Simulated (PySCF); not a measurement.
Gas-phase reaction: 2 BF + F2 → 2 BF2

Computed with PySCF and rigid-rotor harmonic-oscillator thermochemistry at 1 bar. The comparison is the NASA 1993 polynomial table, which mixes measured and estimated data. After a fit of one offset per element over all species, the range-separated, M06-2X, PBE0/def2-QZVP and CCSD(T)/def2-TZVPP enthalpies, where run, lie to one side of the table for BF2 (+92 kJ/mol): a fault of the table's entry, another state or a shared error of the levels is possible; this was not checked at source. † marks an energy on the PBE0/def2-TZVP geometry and frequencies; other levels use their own. Open shells (unrestricted): BF2 (multiplicity 2); the rest are closed-shell singlets. For this reaction the table lies outside the span of B3LYP, CCSD(T), M06-2X, MP2, PBE0, r2SCAN, ωB97M-V, ωB97X-V in their largest bases here; which side is off was not settled. The table's entry may be an old estimate for BF, BF2 (not checked at source).

ωB97X-V/def2-TZVP† gives ΔH°(298 K) = -788.8 kJ.

Question: What does PBE/def2-SVP give, and where does the table lie?

Answer: PBE/def2-SVP: -827.2 kJ. Table: -948.1 kJ.
